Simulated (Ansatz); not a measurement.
Relaxing a trial structure of CH7N2O+

The starting geometry of this gas-phase singlet was optimised with GFN2-xTB.

```csv
atom,x (Å),y (Å),z (Å)
C,0.5781,-1.7183,-3.2436
N,0.5552,-1.4109,0.1091
N,0.5878,-2.4778,-2.2248
O,0.5593,-0.4226,-3.0622
H,1.2136,-1.8743,0.7315
H,0.8166,-0.4321,0.0130
H,-0.3792,-1.4695,0.5079
H,0.5723,-1.9476,-1.0165
H,0.6051,-3.4764,-2.3762
H,0.5836,-2.1009,-4.2669
H,0.5521,0.0963,-3.8795
```

Question: Predict what it relaxes into with BLYP-D3(BJ)/def2-SVP.

Answer: It loosens into CH4NO + H3N, which stay close as a complex (formulas without charges). Distances that change by over a tenth: N3–H8 (1.32 → 1.18 Å). Contacts that open: N2–H8 (1.25 → 1.48 Å).

The energy falls by 0.10 eV over 19 steps:

```
step  E − E(last) (eV)
   1             0.101
   3             0.015
   5             0.013
   7             0.012
   9             0.000
  11             0.000
  13             0.000
  15             0.000
  17             0.000
  19             0.000
```

Final geometry (Å):

```yaml
atoms:
  - { symbol: C, position_ang: [0.5839, -1.6940, -3.3073] }
  - { symbol: N, position_ang: [0.5480, -1.4232, 0.2170] }
  - { symbol: N, position_ang: [0.5370, -2.4340, -2.2451] }
  - { symbol: O, position_ang: [0.6397, -0.3815, -3.1824] }
  - { symbol: H, position_ang: [1.3511, -1.7413, 0.7832] }
  - { symbol: H, position_ang: [0.6005, -0.3920, 0.1911] }
  - { symbol: H, position_ang: [-0.3011, -1.6579, 0.7561] }
  - { symbol: H, position_ang: [0.5415, -1.9922, -1.1513] }
  - { symbol: H, position_ang: [0.4945, -3.4495, -2.3936] }
  - { symbol: H, position_ang: [0.5781, -2.1378, -4.3220] }
  - { symbol: H, position_ang: [0.6712, 0.0691, -4.0538] }
```

No frequencies were run, so the end isn't proven a minimum. Run with Ansatz 0.2.0, 11 s on 2 threads of Intel(R) Xeon(R) 6975P-C (Granite Rapids), with other jobs on the host.
